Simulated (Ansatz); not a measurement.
Predict the output of the script below (the Ansatz DFT code, driven from Python).

`energy_ch5alo.py`
```python
"""Electronic structure of the CH5AlO molecule."""

from dataclasses import dataclass
import warnings

import ansatz


@dataclass
class RunConfig:
    basis: str = "cc-pVTZ"


opts = RunConfig()

GEOMETRY = """
C    -0.72130    0.91680   -0.03510
Al    0.54500   -0.48910   -0.40730
O     0.44440   -2.04700    0.53830
H    -0.15900    1.88980    0.26740
H    -1.45940    0.63240    0.74070
H    -1.34840    1.18800   -0.97110
H     1.69720   -0.28290   -1.52090
H     1.09370   -1.86520    1.33220
"""


def main() -> None:
    warnings.simplefilter("ignore", ansatz.DeckWarning)

    mol = ansatz.Crystal.molecule()
    for line in GEOMETRY.strip().splitlines():
        symbol, *xyz = line.split()
        mol = mol.atom(symbol, [float(v) for v in xyz])

    calculation = (
        mol.calculation()
        .basis(gaussian=opts.basis)
        .functional(ansatz.LibraryFunctional("B97M-V"))
    )
    print(calculation.to_yaml())
    trace = []
    res = calculation.session().plan().execute(on_event=trace.append)
    data = res.report
    for event in trace:
        if event["event"] == "mean_field_evaluation" and event["data"]["evaluation"] <= 25:
            print("pass {evaluation:3d}  E = {energy_ev:.6f} eV  gradient {gradient_ev:.1e}".format(**event["data"]))

    print("reference energy %16.6f eV" % data["reference_energy_ev"])
    print("total energy     %16.6f eV" % data["free_energy_ev"])
    print("occupied orbitals outside the frozen core (up, down):", data["n_occupied"], " frozen:", data["n_frozen"], " virtual:", data["n_virtual"])


if __name__ == "__main__":
    main()
```

Output of `python energy_ch5alo.py`:
```text
crystal:
  periodic: [false, false, false]
  atoms:
    - { symbol: C, position_ang: [-0.7213, 0.9168, -0.0351] }
    - { symbol: Al, position_ang: [0.545, -0.4891, -0.4073] }
    - { symbol: O, position_ang: [0.4444, -2.047, 0.5383] }
    - { symbol: H, position_ang: [-0.159, 1.8898, 0.2674] }
    - { symbol: H, position_ang: [-1.4594, 0.6324, 0.7407] }
    - { symbol: H, position_ang: [-1.3484, 1.188, -0.9711] }
    - { symbol: H, position_ang: [1.6972, -0.2829, -1.5209] }
    - { symbol: H, position_ang: [1.0937, -1.8652, 1.3322] }
basis:
  gaussian:
    orbitals: cc-pVTZ
hamiltonian:
  xc:
    name: B97M-V

pass   1  E = -9751.162746 eV  gradient 7.6e+01
pass   2  E = -9694.299352 eV  gradient 1.6e+02
pass   3  E = -9759.711404 eV  gradient 3.6e+01
pass   4  E = -9762.289048 eV  gradient 1.4e+01
pass   5  E = -9762.700124 eV  gradient 2.5e+00
pass   6  E = -9762.721174 eV  gradient 7.6e-01
pass   7  E = -9762.722438 eV  gradient 1.2e-01
pass   8  E = -9762.726502 eV  gradient 1.9e-01
pass   9  E = -9762.726567 eV  gradient 3.6e-02
pass  10  E = -9762.707309 eV  gradient 2.7e-01
pass  11  E = -9762.707383 eV  gradient 3.2e-02
pass  12  E = -9762.707384 eV  gradient 8.0e-03
pass  13  E = -9762.707384 eV  gradient 8.4e-04
pass  14  E = -9762.707384 eV  gradient 1.3e-03
pass  15  E = -9762.707384 eV  gradient 2.8e-04
pass  16  E = -9762.707384 eV  gradient 8.4e-05
pass  17  E = -9762.707384 eV  gradient 1.9e-05
pass  18  E = -9762.707384 eV  gradient 2.1e-05
reference energy     -9762.707450 eV
total energy         -9762.707450 eV
occupied orbitals outside the frozen core (up, down): [16, 16]  frozen: 0  virtual: [148, 148]
```

Reading the output:
- Total energies depend on the basis set; only differences at equal settings carry meaning.
- The geometry is a force-field or estimated start, not a minimum of this method, and the basis set is short of its limit.
- Early passes use coarser integrals and grids, so their energies can't be compared with the last.
- Wall time of the script: 5.4 s on 1 thread of Intel(R) Xeon(R) 6975P-C (Granite Rapids) (shared host), peak memory 0.26 GiB.

(Lines on the test bed's own set-up are left out of the output.)
